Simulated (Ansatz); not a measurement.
What a trial cell of Si2I relaxes into

The calculation used DFT PBE, scalar-relativistic, plane waves, PAW in Ansatz. Cutoff 420 eV, Γ-centred k mesh, Gaussian smearing, no spin polarisation in the final step.

The start puts Si2I on the anti-CaCl2 structure type (Pnnm, No. 58), with I in place of Ca, Si in place of Cl, at a guessed volume.

```yaml
crystal:
  lattice:
    - [6.03225, 0.00000, 0.00000]
    - [0.00000, 6.21592, 0.00000]
    - [0.00000, 0.00000, 4.06017]
  atoms:
    - { symbol: Si, position: [0.22500, 0.82500, 0.50000] }
    - { symbol: Si, position: [0.72500, 0.67500, 0.00000] }
    - { symbol: Si, position: [0.77500, 0.17500, 0.50000] }
    - { symbol: Si, position: [0.27500, 0.32500, 0.00000] }
    - { symbol: I, position: [0.50000, 0.50000, 0.50000] }
    - { symbol: I, position: [0.00000, 0.00000, 0.00000] }
```

Steps on the 4×4×4 mesh (6 atoms). 12 of 20 steps are shown, and the free energy counts from the last. Trial steps that were taken back and renewals of the plane-wave basis can be among the rows.

| step | ΔF (meV/atom) | V (Å³/atom) | P (GPa) | largest force component (eV/Å) |
| --- | --- | --- | --- | --- |
| 1 | 789.2 | 25.37 | 10.10 | 0.571 |
| 3 | 527.3 | 29.75 | 0.73 | 0.550 |
| 4 | 393.5 | 29.87 | -0.61 | 0.913 |
| 6 | 121.1 | 29.24 | 0.28 | 0.372 |
| 8 | 97.1 | 28.88 | -0.28 | 0.168 |
| 10 | 46.2 | 27.76 | -0.95 | 0.210 |
| 11 | 24.2 | 26.93 | -1.32 | 0.248 |
| 13 | 17.6 | 25.26 | -0.01 | 0.118 |
| 15 | 13.0 | 25.91 | -0.08 | 0.059 |
| 17 | 3.2 | 25.81 | 0.53 | 0.015 |
| 18 | 0.8 | 26.07 | 0.24 | 0.004 |
| 20 | 0.0 | 26.32 | 0.06 | 0.003 |

Steps on the 4×2×6 mesh (6 atoms). 4 of 4 steps are shown, and the free energy counts from the last.

| step | ΔF (meV/atom) | V (Å³/atom) | P (GPa) | largest force component (eV/Å) |
| --- | --- | --- | --- | --- |
| 1 | 21.2 | 26.32 | 0.51 | 0.119 |
| 2 | 4.9 | 26.44 | -0.04 | 0.035 |
| 3 | 0.1 | 26.14 | 0.24 | 0.010 |
| 4 | 0.0 | 26.14 | 0.24 | 0.010 |

Steps on the 8×6×10 mesh (6 atoms). 12 of 17 steps are shown, and the free energy counts from the last.

```csv
step,ΔF (meV/atom),V (Å³/atom),P (GPa),largest force component (eV/Å)
1,10.3,26.14,0.13,0.041
2,7.2,26.24,0.24,0.035
4,5.6,27.64,-0.35,0.039
5,5.1,27.67,0.07,0.044
7,3.9,27.86,0.11,0.036
8,2.5,28.27,0.03,0.065
10,1.8,28.24,-0.01,0.029
11,2.0,27.55,-0.09,0.049
13,1.5,27.87,0.00,0.003
14,0.2,27.87,0.06,0.000
16,0.0,28.27,0.01,0.003
17,0.0,28.27,0.01,0.003
```

A final relaxation ran on a 8×4×12 mesh. The relaxed crystal, Pnnm (No. 58):

Space group Pnnm (No. 58). a = 4.937 Å, b = 9.916 Å, c = 3.460 Å, α = 90.00°, β = 90.00°, γ = 90.00°
```csv
atom,site,symmetry,x,y,z
Si,4g,..m,0.4051,0.8879,0.5000
I,2a,..2/m,0.5000,0.5000,0.5000
```

```json
{
  "Volume per atom": "28.2 Å³",
  "Density": "3.6 g/cm³",
  "Energy over the elements": "0.97 eV/atom",
  "Gap on the 8×4×12 mesh": "0 eV (a metal)"
}
```

The zero of energy is the elements' standard structures at the same level; no fitted shifts are applied.

The final run used a 8×4×12 mesh on its 6-atom cell and 0.10 eV smearing. The k mesh leaves about 4 meV/atom of noise in metals. No dispersion correction is applied, so the spacing between layers, chains or molecules is poorly fixed, and with it the volume and density. Spin–orbit coupling is left out.

Symmetry constrained the relaxation, so the result can be a saddle point.

Cost: 5 runs of about 14 core-minutes in all, on Intel Xeon Platinum 8488C (Sapphire Rapids) (shared hosts).